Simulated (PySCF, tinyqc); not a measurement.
Inside a calculation. Method: CCD on RHF in the sto-6g basis, for CH2, spin multiplicity 1. The lowest restricted solution is unstable here: a spin-polarised one lies 0.0301 hartree lower (PySCF). One step of it, computed by the program tinyqc.

Question. Integrals over molecular orbitals. (pq|rs) = sum C_ip C_jq C_kr C_ls (ij|kl), one index at a time.

coefficients C:
```
,MO1,MO2,MO3,MO4,MO5,MO6,MO7
1C 1s,0.996009,-0.210254,-0.004872,0.121880,0.000000,0.146604,0.028859
1C 2s,0.017663,0.706542,0.023661,-0.586177,0.000000,-0.898407,-0.188819
1C 2px,0.000000,0.000000,0.000000,0.000000,1.000000,0.000000,0.000000
1C 2py,-0.000160,-0.009657,0.525679,0.002674,0.000000,-0.186590,1.043003
1C 2pz,0.004209,0.143794,-0.003769,0.773560,0.000000,-0.736512,-0.142249
2H 1s,-0.003979,0.256668,0.469071,0.252949,0.000000,0.926119,-0.592372
3H 1s,-0.004200,0.275661,-0.459010,0.242272,0.000000,0.666357,0.910480
```

core Hamiltonian H = T + V (hartree), lower triangle:
```
,1C 1s,1C 2s,1C 2px,1C 2py,1C 2pz,2H 1s,3H 1s
1C 1s,-18.820617
1C 2s,-4.325568,-5.534015
1C 2px,0.000000,0.000000,-4.476960
1C 2py,0.000614,0.004942,0.000000,-4.620925
1C 2pz,-0.016517,-0.167592,0.000000,0.002583,-4.542987
2H 1s,-0.867914,-2.033714,0.000000,-1.448911,-1.018039,-3.313917
3H 1s,-0.930092,-2.128454,0.000000,1.500017,-1.053331,-0.557537,-3.375093
```

Two-electron integrals (ij|kl) in chemists' order, unique and non-zero (hartree):
```
i,j,k,l,(ij|kl)
1,1,1,1,3.543743
2,1,1,1,0.529462
2,1,2,1,0.100317
2,2,1,1,0.853596
2,2,2,1,0.199930
2,2,2,2,0.624844
3,1,3,1,0.021271
3,2,3,1,0.031868
3,2,3,2,0.138108
3,3,1,1,0.853598
3,3,2,1,0.199930
3,3,2,2,0.624843
3,3,3,3,0.673218
4,1,4,1,0.021271
4,2,4,1,0.031868
4,2,4,2,0.138108
4,3,4,3,0.036281
4,4,1,1,0.853598
4,4,2,1,0.199930
4,4,2,2,0.624843
4,4,3,3,0.600655
4,4,4,4,0.673218
5,1,5,1,0.021271
5,2,5,1,0.031868
5,2,5,2,0.138108
5,3,5,3,0.036281
5,4,5,4,0.036281
5,5,1,1,0.853598
5,5,2,1,0.199930
5,5,2,2,0.624843
5,5,3,3,0.600655
5,5,4,4,0.600655
5,5,5,5,0.673218
6,1,1,1,0.110944
6,1,2,1,0.020240
6,1,2,2,0.039696
6,1,3,3,0.039546
6,1,4,1,0.001099
6,1,4,2,0.002132
6,1,4,4,0.039854
6,1,5,1,0.000745
6,1,5,2,0.001444
6,1,5,4,0.000209
6,1,5,5,0.039687
6,1,6,1,0.004199
6,2,1,1,0.272053
6,2,2,1,0.064701
6,2,2,2,0.223470
6,2,3,3,0.218109
6,2,4,1,0.005451
6,2,4,2,0.036761
6,2,4,4,0.229134
6,2,5,1,0.003692
6,2,5,2,0.024897
6,2,5,4,0.007467
6,2,5,5,0.223166
6,2,6,1,0.013483
6,2,6,2,0.106847
6,3,3,1,0.006843
6,3,3,2,0.035263
6,3,4,3,0.007126
6,3,5,3,0.004826
6,3,6,3,0.012802
6,4,1,1,0.196281
6,4,2,1,0.047324
6,4,2,2,0.173015
6,4,3,3,0.164427
6,4,4,1,0.010254
6,4,4,2,0.061338
6,4,4,4,0.186570
6,4,5,1,0.002310
6,4,5,2,0.017660
6,4,5,4,0.010171
6,4,5,5,0.168047
6,4,6,1,0.010326
6,4,6,2,0.098134
6,4,6,4,0.101248
6,5,1,1,0.132933
6,5,2,1,0.032051
6,5,2,2,0.117176
6,5,3,3,0.111359
6,5,4,1,0.002310
6,5,4,2,0.017660
6,5,4,4,0.116705
6,5,5,1,0.008407
6,5,5,2,0.047223
6,5,5,4,0.010746
6,5,5,5,0.123463
6,5,6,1,0.006993
6,5,6,2,0.066462
6,5,6,4,0.059901
6,5,6,5,0.053370
6,6,1,1,0.429080
6,6,2,1,0.104029
6,6,2,2,0.408202
6,6,3,3,0.386943
6,6,4,1,0.010733
6,6,4,2,0.097427
6,6,4,4,0.430665
6,6,5,1,0.007269
6,6,5,2,0.065983
6,6,5,4,0.029611
6,6,5,5,0.406997
6,6,6,1,0.022031
6,6,6,2,0.250641
6,6,6,4,0.253960
6,6,6,5,0.171996
6,6,6,6,0.774999
7,1,1,1,0.118972
7,1,2,1,0.021699
7,1,2,2,0.042540
7,1,3,3,0.042380
7,1,4,1,-0.001178
7,1,4,2,-0.002281
7,1,4,4,0.042710
7,1,5,1,0.000798
7,1,5,2,0.001545
7,1,5,4,-0.000224
7,1,5,5,0.042531
7,1,6,1,0.004368
7,1,6,2,0.013538
7,1,6,4,0.009425
7,1,6,5,0.007031
7,1,6,6,0.021670
7,1,7,1,0.004827
7,2,1,1,0.285674
7,2,2,1,0.067908
7,2,2,2,0.233813
7,2,3,3,0.228258
7,2,4,1,-0.005719
7,2,4,2,-0.038228
7,2,4,4,0.239683
7,2,5,1,0.003873
7,2,5,2,0.025888
7,2,5,4,-0.007737
7,2,5,5,0.233497
7,2,6,1,0.013259
7,2,6,2,0.079725
7,2,6,4,0.052905
7,2,6,5,0.048261
7,2,6,6,0.145297
7,2,7,1,0.015162
7,2,7,2,0.115880
7,3,3,1,0.007263
7,3,3,2,0.037195
7,3,4,3,-0.007452
7,3,5,3,0.005046
7,3,6,3,0.008989
7,3,7,3,0.014074
7,4,1,1,-0.203988
7,4,2,1,-0.049169
7,4,2,2,-0.179233
7,4,3,3,-0.170304
7,4,4,1,0.010819
7,4,4,2,0.064123
7,4,4,4,-0.193354
7,4,5,1,-0.002408
7,4,5,2,-0.018235
7,4,5,4,0.010563
7,4,5,5,-0.174040
7,4,6,1,-0.009127
7,4,6,2,-0.052154
7,4,6,4,-0.026777
7,4,6,5,-0.030984
7,4,6,6,-0.088531
7,4,7,1,-0.011507
7,4,7,2,-0.105437
7,4,7,4,0.108223
7,5,1,1,0.138139
7,5,2,1,0.033297
7,5,2,2,0.121375
7,5,3,3,0.115328
7,5,4,1,-0.002408
7,5,4,2,-0.018235
7,5,4,4,0.120845
7,5,5,1,0.008894
7,5,5,2,0.049544
7,5,5,4,-0.011188
7,5,5,5,0.127951
7,5,6,1,0.006823
7,5,6,2,0.047927
7,5,6,4,0.031173
7,5,6,5,0.037374
7,5,6,6,0.092490
7,5,7,1,0.007792
7,5,7,2,0.071401
7,5,7,4,-0.063757
7,5,7,5,0.057249
7,6,1,1,0.068455
7,6,2,1,0.016356
7,6,2,2,0.058884
7,6,3,3,0.057225
7,6,4,1,0.000012
7,6,4,2,0.000116
7,6,4,4,0.058847
7,6,5,1,0.001518
7,6,5,2,0.011016
7,6,5,4,0.000033
7,6,5,5,0.060579
7,6,6,1,0.003331
7,6,6,2,0.025606
7,6,6,4,0.020471
7,6,6,5,0.017458
7,6,6,6,0.056907
7,6,7,1,0.003567
7,6,7,2,0.026533
7,6,7,4,-0.020903
7,6,7,5,0.017955
7,6,7,6,0.007580
7,7,1,1,0.439212
7,7,2,1,0.106444
7,7,2,2,0.415880
7,7,3,3,0.394074
7,7,4,1,-0.011163
7,7,4,2,-0.099852
7,7,4,4,0.438925
7,7,5,1,0.007559
7,7,5,2,0.067619
7,7,5,4,-0.030372
7,7,5,5,0.414642
7,7,6,1,0.020684
7,7,6,2,0.141334
7,7,6,4,0.087256
7,7,6,5,0.090664
7,7,6,6,0.265077
7,7,7,1,0.024173
7,7,7,2,0.262599
7,7,7,4,-0.263845
7,7,7,5,0.178673
7,7,7,6,0.056907
7,7,7,7,0.774999
```

Give: one-electron integrals over orbitals h = C^T H C; Two-electron integrals over orbitals.

Answer.

one-electron integrals over orbitals h = C^T H C (hartree), lower triangle:
```
,1,2,3,4,5,6,7
1,-18.810
2,0.359,-4.515
3,0.009,0.000,-3.917
4,-0.199,0.231,0.018,-4.305
5,0.000,0.000,0.000,0.000,-4.477
6,-0.250,0.818,0.180,0.416,0.000,-3.536
7,-0.049,0.171,-0.851,0.065,0.000,0.023,-3.657
```

Two-electron integrals over orbitals (pq|rs), unique and non-zero (hartree):
```
p,q,r,s,(pq|rs)
1,1,1,1,3.521
2,1,1,1,-0.297
2,1,2,1,0.041
2,2,1,1,0.719
2,2,2,1,-0.008
2,2,2,2,0.540
3,1,1,1,-0.007
3,1,2,1,7.98e-04
3,1,2,2,-8.37e-04
3,1,3,1,0.007
3,2,1,1,1.49e-03
3,2,2,1,-4.45e-04
3,2,2,2,-0.007
3,2,3,1,0.012
3,2,3,2,0.138
3,3,1,1,0.589
3,3,2,1,-2.12e-03
3,3,2,2,0.503
3,3,3,1,3.80e-04
3,3,3,2,3.98e-03
3,3,3,3,0.512
4,1,1,1,0.174
4,1,2,1,-0.021
4,1,2,2,0.015
4,1,3,1,-6.19e-04
4,1,3,2,4.24e-05
4,1,3,3,0.006
4,1,4,1,0.028
4,2,1,1,-0.101
4,2,2,1,0.008
4,2,2,2,0.020
4,2,3,1,1.25e-04
4,2,3,2,-3.75e-04
4,2,3,3,0.022
4,2,4,1,0.012
4,2,4,2,0.079
4,3,1,1,-0.006
4,3,2,1,3.18e-04
4,3,2,2,-1.72e-03
4,3,3,1,-2.55e-03
4,3,3,2,0.027
4,3,3,3,1.03e-03
4,3,4,1,3.49e-04
4,3,4,2,2.33e-03
4,3,4,3,0.036
4,4,1,1,0.798
4,4,2,1,-0.013
4,4,2,2,0.495
4,4,3,1,-1.24e-04
4,4,3,2,1.34e-03
4,4,3,3,0.456
4,4,4,1,-0.011
4,4,4,2,-0.088
4,4,4,3,-4.10e-03
4,4,4,4,0.649
5,1,5,1,0.022
5,2,5,1,0.023
5,2,5,2,0.091
5,3,5,1,5.62e-04
5,3,5,2,1.61e-03
5,3,5,3,0.019
5,4,5,1,-0.013
5,4,5,2,-0.041
5,4,5,3,-1.20e-03
5,4,5,4,0.051
5,5,1,1,0.853
5,5,2,1,-0.009
5,5,2,2,0.543
5,5,3,1,-1.93e-04
5,5,3,2,4.77e-04
5,5,3,3,0.473
5,5,4,1,4.59e-03
5,5,4,2,-0.052
5,5,4,3,-3.30e-03
5,5,4,4,0.575
5,5,5,5,0.673
6,1,1,1,0.217
6,1,2,1,-0.032
6,1,2,2,-2.51e-04
6,1,3,1,-2.88e-03
6,1,3,2,-3.24e-03
6,1,3,3,-1.37e-03
6,1,4,1,0.006
6,1,4,2,-0.015
6,1,4,3,3.21e-04
6,1,4,4,0.020
6,1,5,5,0.005
6,1,6,1,0.033
6,2,1,1,-0.245
6,2,2,1,0.006
6,2,2,2,-0.085
6,2,3,1,-1.46e-03
6,2,3,2,-3.44e-03
6,2,3,3,-0.028
6,2,4,1,-0.015
6,2,4,2,1.08e-03
6,2,4,3,0.006
6,2,4,4,-0.069
6,2,5,5,-0.123
6,2,6,1,3.50e-03
6,2,6,2,0.095
6,3,1,1,-0.052
6,3,2,1,1.14e-03
6,3,2,2,-0.016
6,3,3,1,-1.59e-03
6,3,3,2,0.064
6,3,3,3,-3.58e-03
6,3,4,1,-2.08e-04
6,3,4,2,0.011
6,3,4,3,0.033
6,3,4,4,-0.023
6,3,5,5,-0.027
6,3,6,1,-5.76e-04
6,3,6,2,0.022
6,3,6,3,0.086
6,4,1,1,-0.115
6,4,2,1,-7.89e-05
6,4,2,2,-0.036
6,4,3,1,1.54e-03
6,4,3,2,0.013
6,4,3,3,-2.75e-03
6,4,4,1,-1.60e-03
6,4,4,2,0.017
6,4,4,3,9.12e-04
6,4,4,4,-0.068
6,4,5,5,-0.059
6,4,6,1,8.64e-04
6,4,6,2,0.048
6,4,6,3,0.018
6,4,6,4,0.041
6,5,5,1,-0.015
6,5,5,2,-0.053
6,5,5,3,-4.54e-03
6,5,5,4,0.011
6,5,6,5,0.041
6,6,1,1,0.690
6,6,2,1,-0.006
6,6,2,2,0.525
6,6,3,1,2.65e-03
6,6,3,2,0.038
6,6,3,3,0.505
6,6,4,1,0.021
6,6,4,2,0.051
6,6,4,3,0.015
6,6,4,4,0.454
6,6,5,5,0.497
6,6,6,1,-0.007
6,6,6,2,-0.063
6,6,6,3,0.023
6,6,6,4,-0.016
6,6,6,6,0.574
7,1,1,1,0.043
7,1,2,1,-0.007
7,1,2,2,-8.42e-04
7,1,3,1,0.012
7,1,3,2,0.019
7,1,3,3,5.29e-04
7,1,4,1,1.32e-03
7,1,4,2,-2.75e-03
7,1,4,3,-4.56e-03
7,1,4,4,3.70e-03
7,1,5,5,1.06e-03
7,1,6,1,2.64e-03
7,1,6,2,-2.13e-03
7,1,6,3,-2.58e-03
7,1,6,4,2.71e-03
7,1,6,6,3.38e-03
7,1,7,1,0.022
7,2,1,1,-0.052
7,2,2,1,1.10e-03
7,2,2,2,-0.017
7,2,3,1,0.009
7,2,3,2,2.43e-03
7,2,3,3,-4.99e-03
7,2,4,1,-2.73e-03
7,2,4,2,2.42e-03
7,2,4,3,-0.033
7,2,4,4,-0.016
7,2,5,5,-0.026
7,2,6,1,-2.21e-03
7,2,6,2,0.010
7,2,6,3,-0.042
7,2,6,4,0.011
7,2,6,6,-0.020
7,2,7,1,0.014
7,2,7,2,0.058
7,3,1,1,0.248
7,3,2,1,-0.005
7,3,2,2,0.057
7,3,3,1,-1.21e-04
7,3,3,2,0.014
7,3,3,3,0.025
7,3,4,1,-7.41e-04
7,3,4,2,-0.061
7,3,4,3,2.51e-03
7,3,4,4,0.118
7,3,5,5,0.126
7,3,6,1,0.006
7,3,6,2,-0.071
7,3,6,3,-0.009
7,3,6,4,-0.047
7,3,6,6,0.013
7,3,7,1,1.13e-03
7,3,7,2,-0.023
7,3,7,3,0.119
7,4,1,1,-0.018
7,4,2,1,7.97e-05
7,4,2,2,-2.57e-03
7,4,3,1,-0.008
7,4,3,2,-0.071
7,4,3,3,-3.35e-03
7,4,4,1,-4.07e-04
7,4,4,2,1.70e-03
7,4,4,3,4.58e-03
7,4,4,4,-0.011
7,4,5,5,-0.009
7,4,6,1,2.85e-03
7,4,6,2,0.011
7,4,6,3,-0.038
7,4,6,4,-0.005
7,4,6,6,-0.022
7,4,7,1,-0.013
7,4,7,2,-0.007
7,4,7,3,-0.016
7,4,7,4,0.063
7,5,5,1,-3.04e-03
7,5,5,2,-0.011
7,5,5,3,0.018
7,5,5,4,2.55e-03
7,5,6,5,3.66e-03
7,5,7,5,0.023
7,6,1,1,-0.005
7,6,2,1,4.69e-04
7,6,2,2,0.008
7,6,3,1,-0.008
7,6,3,2,-0.101
7,6,3,3,-4.24e-03
7,6,4,1,3.24e-03
7,6,4,2,0.012
7,6,4,3,-0.037
7,6,4,4,-0.011
7,6,5,5,-2.79e-03
7,6,6,1,-1.22e-04
7,6,6,2,-0.006
7,6,6,3,-0.067
7,6,6,4,-0.011
7,6,6,6,-0.027
7,6,7,1,-0.012
7,6,7,2,0.022
7,6,7,3,-0.023
7,6,7,4,0.048
7,6,7,6,0.099
7,7,1,1,0.736
7,7,2,1,-0.008
7,7,2,2,0.514
7,7,3,1,-3.27e-03
7,7,3,2,-0.040
7,7,3,3,0.509
7,7,4,1,4.46e-03
7,7,4,2,-0.011
7,7,4,3,-0.015
7,7,4,4,0.514
7,7,5,5,0.521
7,7,6,1,0.006
7,7,6,2,-0.047
7,7,6,3,-0.040
7,7,6,4,-0.021
7,7,6,6,0.498
7,7,7,1,-3.59e-03
7,7,7,2,-1.30e-03
7,7,7,3,0.057
7,7,7,4,0.017
7,7,7,6,0.032
7,7,7,7,0.562
```
